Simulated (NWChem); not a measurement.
**Correlation energy of dimethyl ether (C2H6O)**

```
O
C 1 1.3909
C 1 1.3909 2 113.18
H 2 1.0993 1 108.09 3 180.00
H 3 1.0993 1 108.09 2 180.00
H 2 1.1095 4 108.34 1 121.78
H 2 1.1095 4 108.34 6 116.44
H 3 1.1095 5 108.34 1 -121.78
H 3 1.1095 5 108.34 8 -116.44
```
Charge 0, spin multiplicity 1.

The numbers come from NWChem runs, not from measurements. The geometry was optimised at PBE0/def2-SVP, a minimum by its harmonic frequencies.

Basis set: cc-pVDZ. Each correlation energy counts from its own Hartree-Fock reference.

The correlated methods keep 3 core orbitals frozen. Coupled-cluster values serve here as a point of comparison, not as the truth.

```csv
method,correlation energy (mHa)
RI-MP2,-478.4
CCSD(T),-530.6
CCSD+T(CCSD),?
MP2,-478.4
CR-CCSD[T],-528.1
CR-CCSD(T),-527.7
CCSD,?
SCS-MP2,-478.0
```

Question: Fill in the missing entries.

Answer: 
- CCSD+T(CCSD), correlation energy (mHa): -531.1
- CCSD, correlation energy (mHa): -517.7
